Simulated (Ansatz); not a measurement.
**Two structures, one formula**

Two relaxed structures of CH6NSi (charge +1), closed shell (PBE0-D4/def2-TZVP; forces vanish, vibrations not checked).

A:

```xyz
9
angstrom
C -0.5304 0.7438 -1.1338
Si 0.5065 -1.0344 0.7735
N -0.1346 0.5537 0.0599
H -0.5090 -0.0786 -1.8445
H -0.8902 1.7185 -1.4541
H -0.1801 1.3656 0.6757
H 0.4214 -1.9415 -0.3848
H -0.4332 -1.3178 1.8721
H 1.8703 -0.6858 1.2078
```

B:

C1  (-0.606, 0.774, -1.371)
Si2  (-0.135, 0.742, 0.241)
N3  (0.492, -0.934, 0.817)
H4  (-0.561, -0.082, -2.034)
H5  (-0.985, 1.692, -1.809)
H6  (-0.054, 1.646, 1.391)
H7  (0.451, -1.602, 0.043)
H8  (-0.064, -1.327, 1.581)
H9  (1.462, -0.909, 1.140)
(Å)

Ansatz 0.2.0; basis: def2-TZVPP; cores frozen in the correlated methods. B3LYP uses VWN-RPA correlation.

(1) Which structure is lower at CCSD(T), and by how much? (An estimate is asked for; the value comes from the calculation.)

No T1 diagnostic of these runs exceeds 0.015. The restricted Hartree–Fock reference is unstable towards an unrestricted one at one or more of these structures.

Results:

(1) Computed: A, by 15.81 kcal/mol (electronic energy, against the other). By their contacts, A is CH₆NSi ([CH2][NH][SiH3]), total charge +1 and B is CH₆NSi ([CH2][SiH][NH3]), total charge +1.

All methods give the same order:

```tsv
method	E(B) − E(A) (kcal/mol)
PBE-D4	11.10
r2SCAN-D4	12.64
PBE0-D4	13.40
B3LYP-D4	15.98
wB97M-V	15.28
HF	28.83
MP2	14.57
CCSD	17.48
CCSD(T)	15.81
```

Labels in which every atom is bracketed show which atoms are joined, not bond orders.

For scale, one of the runs: CCSD(T)/def2-TZVPP, 188 basis functions, launched by `ansatz run in.yaml --threads 2 --pin off --events-out ev --progress --plain --max-ram 4352MiB`. The run took 36 s on 2 CPU threads of an Arm Neoverse V2 (shared host), with 1.9 GiB of host memory at its peak.
